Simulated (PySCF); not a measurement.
## Gas-phase XPS of fluoroacetylene, computed

Fluoroacetylene, C₂HF.
Numbering: `[CH:1]#[C:2][F:3]`

Theory: delta-SCF UKS SCAN, pcX-2 on the ionised atom, pcseg-1 elsewhere, spin-free X2C (PySCF). Binding energies are ΔSCF values: E(core-ionised, relaxed orbitals) − E(ground state) at a fixed geometry, referred to the vacuum level.

Task: What binding energy does each computed site have?

Result: 
| atom(s) | environment | level | binding energy (eV) | above the level's lowest (eV) | count |
| --- | --- | --- | --- | --- | --- |
| C1 | terminal alkyne carbon | C 1s | 291.40 | 0.00 | 1 |
| C2 | alkyne carbon | C 1s | 293.85 | +2.45 | 1 |
| F3 | fluorine bonded to C | F 1s | 695.59 | 0.00 | 1 |

Lowest listed C 1s: C1, bonded to C (triple bond) and H. Highest, 2.45 eV above it: C2, bonded to F and C (triple bond). Summing the Pauling electronegativity differences to the bonded atoms, each weighted by its formal bond order, gives -0.35 for the lowest site and +1.43 for the highest.

Task: Which photon energy gives electrons from C 1s of C2 a kinetic energy of 50 eV, and what is their de Broglie wavelength?

Result: hν = 293.85 + 50 = 343.85 eV, recoil neglected; λ = 12.264 Å/√(E/eV) = 1.73 Å.

Task: Which photon wavelength matches the C 1s of C2 threshold?

Result: λ = hc/E = 12398.42 eV Å / 293.85 eV = 42.193 Å.

The unrestricted hole states depart most from a pure doublet (⟨S²⟩ = 0.75; over 0.85 named) for C 1s of C2 (0.87), which makes this value less certain. Isolated species at its PBE0-D3(BJ)/def2-SVP geometry, gas phase.

On x86-64 server, one thread, shared host, this took 5.1 s.
